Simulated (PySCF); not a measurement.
# A diatomic session: AlP+

What are the lowest state that PBE0 finds, the bond length, vibrational wavenumber and bond energy of AlP+, and how much do these hang on the method?

Program: PySCF 2.14.0. Level of theory: Al pcseg-1, P pcseg-1, no relativity. These are calculated values, not measurements.

**1. Input**

The job is set up so:

```yaml
atoms: Al, P
charge: 1
basis: Al pcseg-1, P pcseg-1
Hamiltonian: no relativity
basis_functions: 36
electrons_treated: 27
masses_in_u: 26.9815, 30.9738
levels: PBE0, PBE, r²SCAN, r²SCAN0, BP86, B2PLYP, HF, MP2, SCS-MP2, CCSD, CCSD(T)
grid: 80 radial by 434 angular points
occupations: held fixed by the projection of orbital angular momentum
dissociation_limit: Al+ + P, each in its ground configuration
starting_distance_in_angstrom: 2.360
values_of_2S_to_try: 1, 3
```

Started as:

```sh
OMP_NUM_THREADS=1 python dia.py task.json out
```

The runs that follow: The PBE0 curve of the state that the search chose; Higher solutions at PBE0; PBE; r²SCAN (meta-GGA); r²SCAN0 (hybrid meta-GGA); BP86 (GGA); B2PLYP (double hybrid); ROHF (mean field); MP2 and coupled cluster.

What does the calculation give? Wanted: for each run, Re; ωe; De; μ.

The runs gave:

Lowest PBE0 solution found, without spin–orbit coupling: ⁴Σ⁻ (quartet), unpaired electrons σ ↑, π ↑↑. State 2 has its PBE0 minimum 0.33 eV higher, as a spin-mixed determinant (⟨S²⟩ = 1.77), so this is no gap between pure states. State 3 has its PBE0 minimum 0.52 eV higher, as a spin-mixed determinant (⟨S²⟩ = 1.77), so this is no gap between pure states. The other levels ran on the lowest alone.

```csv
level,Re (Å),ωe (cm⁻¹),De (eV),μ (D)
ROHF-CCSD(T),2.677,147.5,0.220,n/a
PBE,2.490,267.1,0.80,-3.27
BP86,2.492,264.5,0.77,-3.29
r²SCAN,2.453,283.4,0.78,-3.52
PBE0,2.488,251.3,0.66,-3.47
r²SCAN0,2.469,259.1,0.66,-3.64
B2PLYP,2.557,201.9,0.420,-3.60
```

De is counted to Al+ + P in their ground configurations. A positive dipole points from Al to P; in an ion it is taken about the centre of mass and does not tell which atom is negative. No constants: ROHF (no minimum is bracketed among the points kept); ROHF-MP2 (the points don't follow one smooth fit); ROHF-SCS-MP2 (the points don't follow one smooth fit); ROHF-CCSD (fits of two degrees disagree).

In words: The methods spread over 0.224 Å in bond length, from r²SCAN to ROHF-CCSD(T). CCSD(T) can't serve as the judge here: for a weak bond in this basis it is far from its limit. Among the levels with a De in the table, it runs from 0.220 eV (ROHF-CCSD(T)) to 0.80 eV (PBE).

Correlated steps freeze 10 core orbitals. B2PLYP dipoles, levels and charges come from its SCF part alone.
